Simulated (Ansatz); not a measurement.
CH4N2, SMILES N=CN, a composite energy at a relaxed geometry

With the Ansatz DFT code, driven from Python.

Run as a notebook:

**Cell 1**
```python
import itertools

import ansatz
from ase.data import atomic_numbers, covalent_radii
import numpy as np
```

**Cell 2**
```python
BASIS_SET = "def2-SVP"
XC = "b3lyp"

ch4n2 = (
    ansatz.Crystal.molecule()
    .atom("N", (-0.8775, -0.8677, -0.5594))
    .atom("C", (-0.2093, 0.1753, -0.2219))
    .atom("N", (0.9487, 0.0349, 0.3892))
    .atom("H", (-1.7024, -0.4769, -1.0408))
    .atom("H", (-0.4978, 1.2184, -0.4226))
    .atom("H", (1.239, 0.7607, 1.0739))
    .atom("H", (1.1605, -0.9128, 0.7359))
)

model = (
    ch4n2.calculation()
    .basis(gaussian=BASIS_SET)
    .functional(XC)
)
symbols = [site.symbol for site in ch4n2.cartesian_sites]
start = np.array([site.position_ang for site in ch4n2.cartesian_sites], dtype=float)
report = model.relax(force_tolerance=0.01).run(threads=1, pin="off").report
end = np.array(report["positions_ang"])
# pairs closer than 1.2 times the sum of covalent radii, before or after
radius = [covalent_radii[atomic_numbers[s]] for s in symbols]
span = lambda where, i, j: np.linalg.norm(where[i] - where[j])
bonded = [(i, j) for i, j in itertools.combinations(range(len(symbols)), 2) if min(span(start, i, j), span(end, i, j)) < 1.2 * (radius[i] + radius[j])]
print("pair        before    after (A)")
for i, j in bonded:
    print(f"{symbols[i]}{i}-{symbols[j]}{j}".ljust(10), f"{span(start, i, j):8.4f} {span(end, i, j):8.4f}")
for first, second in list(itertools.combinations(bonded, 2)):
    shared = set(first) & set(second)
    if shared and symbols[(j := shared.pop())] != "H":
        i, k = sorted((set(first) | set(second)) - {j})
        u, v = end[i] - end[j], end[k] - end[j]
        angle = np.degrees(np.arccos(np.clip(u @ v / np.linalg.norm(u) / np.linalg.norm(v), -1, 1)))
        print(f"final angle {symbols[i]}{i}-{symbols[j]}{j}-{symbols[k]}{k}: {angle:.2f} deg")
```
Output:
```text
pair        before    after (A)
N0-C1        1.2838   1.2756
N0-H3        1.0320   1.0216
C1-N2        1.3169   1.3703
C1-H4        1.1007   1.1084
N2-H5        1.0392   1.0115
N2-H6        1.0311   1.0152
final angle C1-N0-H3: 110.29 deg
final angle N0-C1-N2: 122.77 deg
final angle N0-C1-H4: 124.84 deg
final angle N2-C1-H4: 112.37 deg
final angle C1-N2-H5: 119.04 deg
final angle C1-N2-H6: 116.60 deg
final angle H5-N2-H6: 116.66 deg
```

**Cell 3**
```python
minimum = ansatz.Crystal.molecule()
for symbol, place in zip(symbols, end):
    minimum = minimum.atom(symbol, place.tolist())
at_minimum = minimum.calculation()
# MP2 extrapolated to the basis limit, plus the small-basis difference CCSD(T) - MP2
level = lambda method, basis: at_minimum.basis(gaussian=basis).correlation(method).run(threads=1, pin="off").report
small, large, cluster = level("mp2", "cc-pVDZ"), level("mp2", "cc-pVTZ"), level("ccsd_t", "cc-pVDZ")
corr = lambda each: (each["free_energy_ev"] - each["reference_energy_ev"]) / 27.211386246
mp2_limit = (27 * corr(large) - 8 * corr(small)) / 19
pieces = {"HF / cc-pVTZ": large["reference_energy_ev"] / 27.211386246, "MP2 correlation, DZ-TZ limit": mp2_limit, "CCSD(T) - MP2 / cc-pVDZ": corr(cluster) - corr(small)}
for name, value in pieces.items():
    print(f"{name:32s} {value:14.6f} Ha")
print(f"{'sum':32s} {sum(pieces.values()):14.6f} Ha")
print("T1 diagnostic", round(cluster["correlation"]["coupled_cluster"]["t1_diagnostic"], 4))
```
Output:
```text
HF / cc-pVTZ                        -149.139935 Ha
MP2 correlation, DZ-TZ limit          -0.628775 Ha
CCSD(T) - MP2 / cc-pVDZ               -0.042003 Ha
sum                                 -149.810713 Ha
T1 diagnostic 0.0138
```

Reading the output:
- Total energies depend on the basis set; only differences at equal settings carry meaning.
- The sum leaves out core correlation, relativity, the Hartree-Fock basis error and zero-point energy; a DZ-TZ extrapolation is rough.
- b3lyp holds the VWN-RPA fit, as in Gaussian; the form of ORCA and Turbomole is b3lyp5.
- Inner cores stay frozen, so this is valence correlation.
- An extrapolation from small basis sets is rough.
- Wall time of the script: 16 s on 1 thread of Arm Neoverse V2 (shared host), peak memory 0.29 GiB.
